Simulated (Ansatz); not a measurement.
Species: CH3S, SMILES `C[S]` (charge 0, multiplicity 2).

**Question.** Give a relaxed geometry from PBE-D3(BJ)/def2-TZVP (Ansatz, a first-principles code).

**Answer.** the end point of this relaxation (outside a Z-matrix the atoms follow the SMILES, hydrogens last).
Cartesian coordinates (Å) in one orientation:
```xyz
5

C     -0.130     0.010     0.028
S      1.659     0.068    -0.051
H     -0.460    -0.569    -0.853
H     -0.487    -0.518     0.922
H     -0.581     1.009    -0.047
```
